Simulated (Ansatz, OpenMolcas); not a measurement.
## A ladder of methods for AlO (oxoaluminum)

AlO: 2 atoms, total charge 0, spin state doublet. SMILES: `[O]=[Al]`. The shape comes from GFN2-xTB, which is rough for such elements, and wasn't checked as a minimum.

```xyz
2

O     0.0000    0.0000    0.0000
Al    0.0000    0.0000    1.5700
```

Each level gives the energy change with the O1–Al2 bond stretched from 1.570 to 3.140 Å (eV). The values are calculated.

```json
{"level": "UHF/6-31G", "kind": "Hartree–Fock", "program": "Ansatz", "value (eV)": "1.10"}
{"level": "U-revPBE/6-31G", "kind": "GGA", "program": "Ansatz", "value (eV)": "2.71"}
{"level": "U-r2SCAN/6-31G", "kind": "meta-GGA", "program": "Ansatz", "value (eV)": "2.98"}
{"level": "UB3LYP/6-31G", "kind": "global hybrid", "program": "Ansatz", "value (eV)": "2.75"}
{"level": "UHSE06/6-31G", "kind": "range-separated hybrid", "program": "Ansatz", "value (eV)": "2.77"}
{"level": "UB2PLYP/6-31G", "kind": "double hybrid", "program": "Ansatz", "value (eV)": "2.98"}
{"level": "UMP2/6-31G", "kind": "perturbation theory", "program": "Ansatz", "value (eV)": "2.27"}
{"level": "UBCCD(T)/6-31G", "kind": "coupled cluster or CI", "program": "Ansatz", "value (eV)": "2.72"}
{"level": "UCCSDT/6-31G", "kind": "coupled cluster or CI", "program": "Ansatz", "value (eV)": "2.64"}
{"level": "FCI/STO-3G", "kind": "exact in the basis", "program": "OpenMolcas", "value (eV)": "4.70"}
```

The first shape isn't each level's own minimum. The values span 1.10 to 4.70 eV. Spin contamination of the reference (⟨S²⟩ at least 0.1 too high) touches UHF/6-31G, U-revPBE/6-31G, U-r2SCAN/6-31G, UB3LYP/6-31G, UHSE06/6-31G, UB2PLYP/6-31G, UMP2/6-31G, UBCCD(T)/6-31G, UCCSDT/6-31G. The coupled-cluster rows rest on a doubtful reference here (large T1 or Brueckner and Hartree–Fock orbitals at odds), and rows may lie in different states. All rows use very small basis sets, so none should be taken for the real molecule's value.
